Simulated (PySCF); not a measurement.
Which orbitals make which state

Species: C4H7N.
Geometry (PBE0-D3(BJ)/def2-SVP, Å), atoms numbered from 1 in this order:
```
atom  x, y, z in Å
C1    -1.1266    0.4580   -0.8979
C2    -0.5338   -0.1974    0.3450
C3     0.9339   -0.3297    0.2690
N4     1.8511   -1.1771    0.3657
C5     2.2413    0.2606    0.0670
H6    -2.2136    0.5818   -0.7900
H7    -0.6860    1.4515   -1.0700
H8    -0.9425   -0.1520   -1.7949
H9    -0.7644    0.4150    1.2344
H10   -0.9626   -1.1968    0.5195
H11    2.7406    0.8179    0.8712
H12    2.6163    0.4724   -0.9433
```

Theory: PySCF, TDDFT CAM-B3LYP/def2-SVPD, vertical, gas phase, core orbitals frozen in the response.

Orbital energies (eV): HOMO-3 -12.00, HOMO-2 -11.36, HOMO-1 -9.56, HOMO -9.05, LUMO 0.91, LUMO+1 1.48, LUMO+2 2.04.

Question: Among the lowest singlets, which states do these configurations lead, and at what energies: HOMO-1→LUMO, HOMO-1→LUMO+1, HOMO-2→LUMO, HOMO→LUMO+2, HOMO→LUMO?

Answer: 

```
state  leading configuration  weight  Δε (eV)  E (eV)  E − Δε (eV)       f        other configurations
   S1              HOMO→LUMO    0.72     9.96    5.50        -4.46  0.0001                 H→L+1 (24%)
   S2            HOMO-1→LUMO    0.67    10.48    7.12        -3.36   0.070   H-1→L+1 (14%), H→L+1 (8%)
   S4            HOMO-2→LUMO    0.60    12.27    7.83        -4.44  0.0007               H-2→L+1 (18%)
   S5          HOMO-1→LUMO+1    0.71    11.04    8.01        -3.03  0.0081  H-1→L+3 (11%), H-1→L (10%)
   S6            HOMO→LUMO+2    0.75    11.09    8.22        -2.87   0.104                 H→L+4 (10%)
```

E − Δε runs from -4.46 to -2.87 eV. By orbital difference alone the order would be S1, S2, S5, S6, S4. Δε is the difference of the two orbital energies.

H and L stand for HOMO and LUMO. The other states: S3 7.63 eV, f 0.068, H→L+1 (57%), H→L (14%), H→L+3 (11%); S7 8.48 eV, f 0.017, H→L+3 (46%), H-1→L+2 (15%); S8 8.51 eV, f 0.011, H-1→L+2 (42%), H→L+3 (16%), H-1→L+4 (14%); S9 8.81 eV, f 0.037, H→L+4 (60%), H→L+2 (15%), H→L+3 (9%); S10 8.95 eV, f 0.022, H-1→L+3 (56%), H-1→L+4 (13%).

Triplets, Tamm–Dancoff:

```csv
state,E (eV),λ (nm),"main configurations (H = HOMO, L = LUMO)"
T1,4.76,260.6,"H-1→L (63%), H-1→L+1 (24%)"
T2,4.80,258.0,"H→L (66%), H→L+1 (24%)"
T3,7.21,172.0,"H-2→L (54%), H-2→L+1 (18%), H-3→L (9%)"
T4,7.30,169.7,"H→L+1 (30%), H→L+4 (24%), H→L+2 (14%)"
```

Summed over the main configurations (up to three a state, each over 8%) of all 10 singlets, the electron leaves HOMO with weight 4.19, HOMO-1 with weight 3.15 and HOMO-2 with weight 0.78.

The vertical ionisation energy (ΔSCF) is 10.01 eV, 1.06 eV above S10.

One conformer stands for the species.
